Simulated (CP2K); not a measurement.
# One shape, several levels: triplet NO+

Aim: a comparison of 3 runs (U-r2SCAN/TZV2P-MOLOPT-SCAN-GTH, U-revPBE-D3(BJ)/TZV2P-MOLOPT-PBE-GTH, UPBE0/TZV2P-MOLOPT-PBE0-GTH) of triplet NO+. 

The calculation is run with CP2K 2026.2.

1 further run of the same task is left out (it didn't finish).

## Step 1: Starting point

NO+: 2 atoms, total charge +1, spin state triplet. As SMILES of the parent species, `N#[O+]`. The bond length is the one measured for the parent species. That shape belongs to the parent species and isn't relaxed for this state.

Bond lengths: N1–O2 1.063 Å.

## Step 2: A single-point energy at U-r2SCAN/TZV2P-MOLOPT-SCAN-GTH (core potential) (run 1)

molecule.inp reads:

```
&FORCE_EVAL
    METHOD QUICKSTEP
    &DFT
        BASIS_SET_FILE_NAME BASIS_MOLOPT_UZH
        POTENTIAL_FILE_NAME POTENTIAL_UZH
        CHARGE 1
        MULTIPLICITY 3
        LSD T
        &QS
            METHOD GPW
            EPS_DEFAULT 1.0E-10
        &END QS
        ! real-space grids
        &MGRID
            CUTOFF 550
            REL_CUTOFF 50
            NGRIDS 4
        &END MGRID
        &POISSON
            PERIODIC NONE
            POISSON_SOLVER MULTIPOLE
        &END POISSON
        &SCF
            SCF_GUESS ATOMIC
            EPS_SCF 1.0E-06
            MAX_SCF 50
            &OT
                MINIMIZER DIIS
                PRECONDITIONER FULL_SINGLE_INVERSE
            &END OT
            &OUTER_SCF
                EPS_SCF 1.0E-06
                MAX_SCF 5
            &END OUTER_SCF
        &END SCF
        ! exchange and correlation
        &XC
            &XC_FUNCTIONAL
                &MGGA_X_R2SCAN
                &END MGGA_X_R2SCAN
                &MGGA_C_R2SCAN
                &END MGGA_C_R2SCAN
            &END XC_FUNCTIONAL
        &END XC
        &PRINT
            &MOMENTS
                PERIODIC F
                REFERENCE COM
                MAX_MOMENT 1
            &END MOMENTS
            &MO_CUBES
                NLUMO 5
                NHOMO -1
                WRITE_CUBE F
            &END MO_CUBES
            &HIRSHFELD OFF
            &END HIRSHFELD
        &END PRINT
    &END DFT
    &SUBSYS
        &CELL
            ABC 7 7 8.1
            PERIODIC NONE
        &END CELL
        &COORD
            UNIT bohr
            N      0.0000000     0.0000000     0.0000000
            O      0.0000000     0.0000000     2.0091946
        &END COORD
        &TOPOLOGY
            &CENTER_COORDINATES
            &END CENTER_COORDINATES
        &END TOPOLOGY
        &KIND N
            BASIS_SET TZV2P-MOLOPT-SCAN-GTH-q5
            POTENTIAL GTH-SCAN-q5
        &END KIND
        &KIND O
            BASIS_SET TZV2P-MOLOPT-SCAN-GTH-q6
            POTENTIAL GTH-SCAN-q6
        &END KIND
    &END SUBSYS
&END FORCE_EVAL

&GLOBAL
    PROJECT_NAME molecule
    RUN_TYPE ENERGY
    PRINT_LEVEL MEDIUM
&END GLOBAL
```

Run with:

```bash
$ OMP_NUM_THREADS=1 cp2k.psmp -i molecule.inp -o molecule.out
```

Output:

```text
CP2K| version string:                                       CP2K version 2026.2
[...]
 GLOBAL| Method name                                                        CP2K
[...]
 GLOBAL| Run type                                                         ENERGY
[...]
 DFT| Spin unrestricted (spin-polarized) Kohn-Sham calculation               UKS
 DFT| Multiplicity                                                             3
[...]
 DFT| Charge                                                                   1
[...]
 FUNCTIONAL| MGGA_X_R2SCAN:
[...]
 FUNCTIONAL| MGGA_C_R2SCAN:
[...]
 QS| Method:                                                                 GPW
[...]
 QS| Density cutoff [a.u.]:                                                275.0
[...]
 QS| Relative density cutoff [a.u.]:                                        25.0
[...]
                             - Atoms:                                          2
[...]
                             - Spherical basis functions:                     58
[...]
 Number of electrons:                                                          6
[...]
     1 OT DIIS     0.80E-01    2.0     0.17766001       -22.6732722197 -2.27E+01
[...]
    32 OT DIIS     0.80E-01    2.2     0.00000079       -25.2201679982 -1.83E-09
  *** SCF run converged in    32 steps ***
[...]
  Overlap energy of the core charge distribution:               0.00000104086410
  Self energy of the core charge distribution:                -67.02080747757034
  Core Hamiltonian energy:                                     18.76521174577006
  Hartree energy:                                              28.62295397281818
  Exchange-correlation energy:                                 -5.58752728011433
  Total energy:                                               -25.22016799823234
[...]
 ENERGY| Total FORCE_EVAL ( QS ) energy [hartree]            -25.220167998232338
[...]
```

Wall time 4.9 min (1 thread of Arm Neoverse V1, shared host); peak memory 0.76 GiB.

## Step 3: The energy at U-revPBE-D3(BJ)/TZV2P-MOLOPT-PBE-GTH (core potential) (run 2)

calc.inp reads:

```
&GLOBAL
 PROJECT_NAME calc
 RUN_TYPE ENERGY
 PRINT_LEVEL MEDIUM
&END GLOBAL
&FORCE_EVAL
 METHOD Quickstep
 &DFT
  BASIS_SET_FILE_NAME BASIS_MOLOPT_UZH
  POTENTIAL_FILE_NAME POTENTIAL_UZH
  CHARGE 1
  MULTIPLICITY 3
  SPIN_POLARIZED T
  &QS
   METHOD GPW
   EPS_DEFAULT 1.0E-10
  &END QS
  &MGRID
   CUTOFF 400
   REL_CUTOFF 50
   NGRIDS 4
  &END MGRID
  ! no periodic images
  &POISSON
   PERIODIC NONE
   POISSON_SOLVER MULTIPOLE
  &END POISSON
  &SCF
   SCF_GUESS ATOMIC
   EPS_SCF 1.0E-06
   MAX_SCF 40
   &OT
    MINIMIZER CG
    PRECONDITIONER FULL_ALL
   &END OT
   &OUTER_SCF
    EPS_SCF 1.0E-06
    MAX_SCF 5
   &END OUTER_SCF
  &END SCF
  ! functional
  &XC
   &XC_FUNCTIONAL
    &PBE
     PARAMETRIZATION REVPBE
    &END PBE
   &END XC_FUNCTIONAL
   &VDW_POTENTIAL
    POTENTIAL_TYPE PAIR_POTENTIAL
    &PAIR_POTENTIAL
     TYPE DFTD3(BJ)
     PARAMETER_FILE_NAME dftd3.dat
     REFERENCE_FUNCTIONAL revPBE
     R_CUTOFF 15
    &END PAIR_POTENTIAL
   &END VDW_POTENTIAL
  &END XC
  ! extra output
  &PRINT
   &MOMENTS
    PERIODIC F
    REFERENCE COM
    MAX_MOMENT 1
   &END MOMENTS
   &MO_CUBES
    NLUMO 5
    NHOMO -1
    WRITE_CUBE F
   &END MO_CUBES
   &HIRSHFELD OFF
   &END HIRSHFELD
  &END PRINT
 &END DFT
 ! structure
 &SUBSYS
  &CELL
   ABC 7 7 8.1
   PERIODIC NONE
  &END CELL
  &COORD
   SCALED T
   N    0.50000000   0.50000000   0.43436914
   O    0.50000000   0.50000000   0.56563086
  &END COORD
  &KIND N
   BASIS_SET TZV2P-MOLOPT-PBE-GTH-q5
   POTENTIAL GTH-PBE-q5
  &END KIND
  &KIND O
   BASIS_SET TZV2P-MOLOPT-PBE-GTH-q6
   POTENTIAL GTH-PBE-q6
  &END KIND
 &END SUBSYS
&END FORCE_EVAL
```

Run with:

```bash
$ OMP_NUM_THREADS=1 cp2k.psmp -i calc.inp -o calc.out
```

Output:

```text
CP2K| version string:                                       CP2K version 2026.2
[...]
 GLOBAL| Method name                                                        CP2K
[...]
 GLOBAL| Run type                                                         ENERGY
[...]
 DFT| Spin unrestricted (spin-polarized) Kohn-Sham calculation               UKS
 DFT| Multiplicity                                                             3
[...]
 DFT| Charge                                                                   1
[...]
 FUNCTIONAL| PBE:
[...]
 QS| Method:                                                                 GPW
[...]
 QS| Density cutoff [a.u.]:                                                200.0
[...]
 QS| Relative density cutoff [a.u.]:                                        25.0
[...]
                             - Atoms:                                          2
[...]
                             - Spherical basis functions:                     58
[...]
 Number of electrons:                                                          6
[...]
     1 OT CG       0.15E+00    0.8     0.20034325       -22.7321351700 -2.27E+01
[...]
  *** SCF run converged in     2 steps ***
[...]
  Overlap energy of the core charge distribution:               0.00000121754310
  Self energy of the core charge distribution:                -66.38917898016358
  Core Hamiltonian energy:                                     18.79968119382470
  Hartree energy:                                              27.93668229195535
  Exchange-correlation energy:                                 -5.63749817420039
  Dispersion energy:                                           -0.00095022464381
  Total energy:                                               -25.29126267568463
[...]
 HOMO - LUMO gap [eV] :    2.213169
 ENERGY| Total FORCE_EVAL ( QS ) energy [hartree]            -25.291262675684628
[...]
```

It took 1.9 min on 1 thread of Arm Neoverse V1, shared host; peak memory 0.52 GiB.

## Step 4: The energy at UPBE0/TZV2P-MOLOPT-PBE0-GTH (core potential) (run 3)

molecule.xyz reads:

```xyz
2

N      0.000000     0.000000     0.000000
O      0.000000     0.000000     1.063220
```

job.inp reads:

```
&GLOBAL
  PROJECT_NAME job
  RUN_TYPE ENERGY
  PRINT_LEVEL MEDIUM
&END GLOBAL

&FORCE_EVAL
  METHOD Quickstep
  &DFT
    BASIS_SET_FILE_NAME BASIS_MOLOPT_UZH
    BASIS_SET_FILE_NAME BASIS_ADMM_UZH
    POTENTIAL_FILE_NAME POTENTIAL_UZH
    CHARGE 1
    MULTIPLICITY 3
    UNRESTRICTED_KOHN_SHAM T
    &QS
      METHOD GPW
      EPS_DEFAULT 1.0E-10
    &END QS
    &MGRID
      CUTOFF 400
      REL_CUTOFF 50
      NGRIDS 4
    &END MGRID
    &POISSON
      PERIODIC NONE
      POISSON_SOLVER MULTIPOLE
    &END POISSON
    &SCF
      SCF_GUESS ATOMIC
      EPS_SCF 1.0E-06
      MAX_SCF 40
      &OT
        MINIMIZER DIIS
        PRECONDITIONER FULL_ALL
      &END OT
      &OUTER_SCF
        EPS_SCF 1.0E-06
        MAX_SCF 10
      &END OUTER_SCF
    &END SCF
    &XC
      &XC_FUNCTIONAL
        &PBE
          SCALE_X 0.75
          SCALE_C 1.0
        &END PBE
      &END XC_FUNCTIONAL
      &HF
        FRACTION 0.25
        &SCREENING
          EPS_SCHWARZ 1.0E-09
        &END SCREENING
        &MEMORY
          MAX_MEMORY 1050
        &END MEMORY
      &END HF
    &END XC
    &AUXILIARY_DENSITY_MATRIX_METHOD
      ADMM_TYPE ADMMS
      EXCH_CORRECTION_FUNC PBEX
    &END AUXILIARY_DENSITY_MATRIX_METHOD
    &PRINT
      &MOMENTS
        PERIODIC F
        REFERENCE COM
        MAX_MOMENT 1
      &END MOMENTS
      &MO_CUBES
        NLUMO 5
        NHOMO -1
        WRITE_CUBE F
      &END MO_CUBES
      &HIRSHFELD OFF
      &END HIRSHFELD
    &END PRINT
  &END DFT
  &SUBSYS
    &CELL
      ABC 7 7 8.1
      PERIODIC NONE
    &END CELL
    &TOPOLOGY
      COORD_FILE_NAME molecule.xyz
      COORD_FILE_FORMAT XYZ
      &CENTER_COORDINATES
      &END CENTER_COORDINATES
    &END TOPOLOGY
    &KIND N
      BASIS_SET ORB TZV2P-MOLOPT-PBE0-GTH-q5
      BASIS_SET AUX_FIT admm-tzp-q5
      POTENTIAL GTH-PBE0-q5
    &END KIND
    &KIND O
      BASIS_SET ORB TZV2P-MOLOPT-PBE0-GTH-q6
      BASIS_SET AUX_FIT admm-tzp-q6
      POTENTIAL GTH-PBE0-q6
    &END KIND
  &END SUBSYS
&END FORCE_EVAL
```

Run with:

```bash
$ OMP_NUM_THREADS=1 cp2k.psmp -i job.inp -o job.out
```

Output:

```text
CP2K| version string:                                       CP2K version 2026.2
[...]
 GLOBAL| Method name                                                        CP2K
[...]
 GLOBAL| Run type                                                         ENERGY
[...]
 DFT| Spin unrestricted (spin-polarized) Kohn-Sham calculation               UKS
 DFT| Multiplicity                                                             3
[...]
 DFT| Charge                                                                   1
[...]
 FUNCTIONAL| PBE:
 QS| Method:                                                                 GPW
[...]
 QS| Density cutoff [a.u.]:                                                200.0
[...]
 QS| Relative density cutoff [a.u.]:                                        25.0
[...]
                             - Atoms:                                          2
[...]
                             - Spherical basis functions:                     58
[...]
 Number of electrons:                                                          6
[...]
     1 OT DIIS     0.15E+00    2.9     0.16603123       -22.7803579812 -2.28E+01
[...]
  *** SCF run converged in    24 steps ***
[...]
  Overlap energy of the core charge distribution:               0.00000138554510
  Self energy of the core charge distribution:                -65.99113612989812
  Core Hamiltonian energy:                                     18.62283903645775
  Hartree energy:                                              27.70130130188936
  Exchange-correlation energy:                                 -4.26671848246262
  Hartree-Fock Exchange energy:                                -1.28752676777378
  Total energy:                                               -25.22123965624232
[...]
 HOMO - LUMO gap [eV] :    5.173162
 ENERGY| Total FORCE_EVAL ( QS ) energy [hartree]            -25.221239656242318
[...]
```

Run time: 2.8 min. Hardware: 1 thread of Arm Neoverse V1, shared host; peak memory 0.62 GiB.

## Step 5: Overview of the runs

```tsv
run	level	core potential	iteration cap	energy (Eh)	HOMO energy (eV)	⟨S²⟩	wall time
1	U-r2SCAN/TZV2P-MOLOPT-SCAN-GTH (core potential)	GTH-SCAN	50	-25.220168	-16.02	2.021	4.9 min
2	U-revPBE-D3(BJ)/TZV2P-MOLOPT-PBE-GTH (core potential)	GTH-PBE	40	-25.291263	-15.45	2.009	1.9 min
3	UPBE0/TZV2P-MOLOPT-PBE0-GTH (core potential)	GTH-PBE0	40	-25.221240	-17.35	2.017	2.8 min
```

## Step 6: Outcome

| quantity | value |
| --- | --- |
| run 3: total energy | -25.22124 Eh |
| run 3: HOMO energy (highest over α and β) | -17.35 eV |
| run 3: ⟨S²⟩ | 2.017 |

Totals of different functionals can't be ranked against each other. All runs together took 9.6 min, the longest 4.9 min.
